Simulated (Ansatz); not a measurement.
# C2N2S2: the cost of one run

Method: the levels named in each step, in Ansatz 0.2.0.

**1. The starting structure**

Bond lengths: N1–C2 1.144 Å, C2–S3 1.689 Å, S3–S4 2.075 Å, S4–C5 1.689 Å, C5–N6 1.144 Å. Angles: N1–C2–S3 178.8°, C2–S3–S4 98.6°, S3–S4–C5 98.6°, S4–C5–N6 178.8°.

Structure file:

```xyz
6

N     2.4811   -1.1227    0.2726
C     1.7335   -0.4096   -0.2188
S     0.6093    0.6399   -0.9170
S    -0.6921    0.8163    0.6901
C    -1.6811   -0.5130    0.3625
N    -2.3366   -1.4197    0.1234
```

**2. A rough first relaxation, PBE-D4/def2-SVP**

File input.yaml:

```yaml
crystal:
  periodic: [false, false, false]
  atoms:
    - { symbol: "N", position_ang: [2.48107, -1.12269, 0.27263] }
    - { symbol: C, position_ang: [1.73352, -0.40957, -0.21881] }
    - { symbol: S, position_ang: [0.60935, 0.63985, -0.91696] }
    - { symbol: S, position_ang: [-0.69208, 0.81628, 0.69012] }
    - { symbol: C, position_ang: [-1.68111, -0.51301, 0.36254] }
    - { symbol: "N", position_ang: [-2.33663, -1.41965, 0.12343] }
basis:
  gaussian: { orbitals: def2-SVP }
hamiltonian:
  xc: pbe
  dispersion: d4
relax:
  f_tol: 0.03
  max_steps: 200
```

The run is started by

```
> ansatz run input.yaml --threads 4 --pin off --max-ram 10240MiB --backend cpu --events-out ev --progress --plain --runs-dir out
```

Q: Estimate wall time and peak memory on 4 threads of Arm Neoverse N1, shared host.

About 12 s, with a peak of 0.14 GiB.
